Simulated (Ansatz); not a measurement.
We consider hcp Hf, described by PBE0-D3(BJ) (PAW; Ansatz, an electronic-structure program).

Numerical settings: plane-wave cutoff 460 eV, 12×12×6 k mesh (along the axes of the cell as run), Fermi–Dirac smearing 0.05 eV, scalar-relativistic PAW data made under PBE.

Computed at the level's own relaxed cell.

Task: What does this level give for the equilibrium lattice constant a and c axis length?

Result: 
- equilibrium lattice constant a: 3.181 Å
- c axis length: 5.032 Å

Measured, for comparison: lattice constant a 3.194 Å (293 K, not corrected to a static lattice, our sources range from 3.194 to 3.200; as tabulated in Wikipedia's data pages); lattice parameter c 5.051 Å (293 K, not corrected to a static lattice; as tabulated in Wikipedia's data pages). Computed (rounded) less measured: lattice constant a -0.4 % (-0.4 % to -0.6 % over the range), lattice parameter c -0.4 %. A static lattice is as a rule a little smaller and stiffer than an uncorrected measurement, which narrows the difference in the lattice constant a, lattice parameter c and would widen misses of the other sign.

Spin–orbit coupling is not included.

Computed values are for the static lattice.

It cost around 2.0 core-hours (rough) of CPU time.
